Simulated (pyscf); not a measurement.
Single points on ωB97X-D3(BJ)/def2-SVP structures (PySCF, gas phase).

**Question.** Estimate by transition-state theory the rate constant of `[BH2][O][B]([F])[F]` + `[H][H]` -> `[OH][B]([F])[F]` + `[BH3]` (singlet surface; B–O, H–H broken, H–O, B–H formed) at 900 K, with ωB97M-D3(BJ)/def2-TZVP energies (ideal gas, 1 atm, RRHO with modes under 100 cm⁻¹ raised to 100, one conformer, R ln 2 for chiral ones without a mode under 150 cm⁻¹; no tunnelling).

**Answer.** The electronic barrier is 37.4 kcal/mol and the thermal terms add +28.8, so ΔG‡ = 66.2 kcal/mol. With k_BT/h = 1.88e+13 s⁻¹ and RT = 1.788 kcal/mol, and a volume of 1.23e-19 cm³ per molecule at 1 atm, k = 2.0e-22 cm³ molecule⁻¹ s⁻¹. Wigner's tunnelling factor for 1402i cm⁻¹ would be 1.21. A shift of 1 kcal/mol in the barrier changes k by a factor 1.7. On the product side the descent ends in an adduct with a B–O contact, 8.5 kcal/mol under the separated species and 21.9 kcal/mol under the saddle at ωB97X-D3(BJ)/def2-TZVP. What is counted as broken (B–O) persists as a longer contact in the product adduct; parting that adduct is a step of its own. This is the saddle that the search found; another between the same sides may lie lower.
